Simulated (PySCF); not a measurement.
Compound: C6H7 (charge +1).
SMILES: `C1=C[CH+]CC=C1`

The closed-shell ground state was solved at several levels (PySCF, density fitting, gas phase, non-relativistic). Geometry: GFN2-xTB; no solvent, vibrations or thermal averaging.

| level | basis functions | HOMO (eV) | LUMO (eV) | gap (eV) |
| --- | --- | --- | --- | --- |
| PBE0/pcSseg-1 | 137 | -13.39 | -8.64 | 4.75 |
| wB97X-D/def2-SVPD | 176 | -15.09 | -6.84 | 8.25 |

**Question.** Estimate the row for B3LYP/pcJ-1, a basis of 232 functions; the other rows only guide the guess.

**Answer.** HOMO -13.13 eV, LUMO -8.78 eV, gap 4.35 eV.

**Question.** Over all these levels, which gives the widest orbital gap and which the narrowest?

**Answer.** wB97X-D/def2-SVPD (range-separated hybrid) has the widest, 8.25 eV, and B3LYP/pcJ-1 (global hybrid, 20 % exact exchange) the narrowest, 4.35 eV. Functional and basis both differ between the two, so the spread mixes both effects.

***

Species: oxetane, C3H6O.
SMILES: `C1COC1`

The closed-shell ground state was solved at several levels (PySCF, density fitting, gas phase, non-relativistic). Geometry: GFN2-xTB; no solvent, vibrations or thermal averaging.

```tsv
level	basis functions	HOMO (eV)	LUMO (eV)	gap (eV)	dipole (D)
B3LYP/pcJ-1	168	-6.80	1.20	8.00	2.03
PBE0/pcSseg-1	98	-7.05	1.50	8.55	2.05
```

Q: What might CAM-B3LYP/def2-SVPD (131 basis functions) give for the same quantities?

A: HOMO -8.65 eV, LUMO 1.43 eV, gap 10.08 eV, dipole 2.05 D.

Q: Over all these levels, which gives the widest orbital gap and which the narrowest?

A: CAM-B3LYP/def2-SVPD (range-separated hybrid) has the widest, 10.08 eV, and B3LYP/pcJ-1 (global hybrid, 20 % exact exchange) the narrowest, 8.00 eV. Functional and basis both differ between the two, so the spread mixes both effects.

Q: How far do the dipole and the HOMO energy spread over the levels?

A: The dipole runs from 2.03 to 2.05 D (mean 2.04 D) and the HOMO from -8.65 to -6.80 eV.
